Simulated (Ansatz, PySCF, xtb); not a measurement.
Barrier height from CH3F2, charge -1 to the transition structure CH3F2, without zero-point energy, on the benchmark's geometries as Psi4's copy of the set gives them.
Transition structure (charge -1, multiplicity 1):
```xyz
6

F      0.0031    -0.0189    -0.0155
C     -0.0001    -0.0001     1.8079
H      1.0694     0.0017     1.8098
H     -0.5366     0.9251     1.7969
H     -0.5326    -0.9278     1.8171
F     -0.0032     0.0200     3.6318
```
Reactant (charge -1, multiplicity 1):
```
atom    x (Å)    y (Å)    z (Å)
----  -------  -------  -------
F      0.0000   0.0000  -1.8476
C      0.0000   0.0000  -0.4219
H      0.0000   1.0236  -0.0738
H     -0.8864  -0.5118  -0.0738
H      0.8864  -0.5118  -0.0738
F      0.0000   0.0000   2.1535
```

Open shells are unrestricted; no spin–orbit coupling.

Rows in STO-3G carry no dispersion term and start afresh at each structure.

Codes used: Ansatz (a quantum-chemistry and plane-wave program) with Gaussian orbitals; PySCF for STO-3G rows, the dispersion terms; xtb for the GFN methods. Values without a source in brackets are computed.

Q: One of these levels gives 32.6 kJ/mol for the barrier height. Which?
(A) GFN1-xTB
(B) B3LYP/def2-TZVPPD
(C) revPBE-D3(BJ)/def2-TZVPPD
(D) HF/STO-3G

A: C, revPBE-D3(BJ)/def2-TZVPPD. The others give 15.6 (GFN1-xTB), -11.6 (HF/STO-3G), 43.8 (B3LYP/def2-TZVPPD)
